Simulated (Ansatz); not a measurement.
Results of PBE0-D3(BJ) in Ansatz (plane waves, PAW) for zinc-blende BeSe.

Run with plane-wave cutoff 460 eV, 8×8×8 k mesh, Fermi–Dirac smearing 0.01 eV, scalar-relativistic PAW data made under PBE.

Computed points:

```tsv
V (Å³/atom)	E − E_lowest (meV/atom)	P (GPa)
15.492	14.43	5.46
15.900	4.01	2.78
16.307	0.00	0.41
16.715	1.68	-1.69
16.948	4.94	-2.79
```

### Question
Estimate the bulk modulus from the pressures at 15.900 and 16.715 Å³/atom, and compare it with a fit to all energies.

### Answer
B = −V dP/dV. Between V = 15.900 and 16.715 Å³/atom, dP/dV = (-1.69 − (2.78))/(16.715 − 15.900) = -5.48 GPa per Å³/atom; at the midpoint 16.308 Å³/atom this gives B ≈ 89.4 GPa. The third-order Birch–Murnaghan fit gives V0 = 16.384 Å³/atom, B0 = 87.7 GPa, B′ = 3.8, which lies 2 % below that estimate.

Measured, for comparison: bulk modulus 92.2 GPa (temperature not stated, no zero-point or thermal correction; as tabulated in Inakpenu et al., APS March Meeting 2017, C27.9); equilibrium volume per atom 16.96 Å³/atom (temperature not stated, no zero-point or thermal correction; as tabulated in Bernardini et al. (2000), arXiv:cond-mat/0007180). Computed (rounded) less measured: bulk modulus -5 %, equilibrium volume per atom -3.4 %.

The computed numbers hold no vibrational or temperature effects.

Ansatz is a first-principles code.
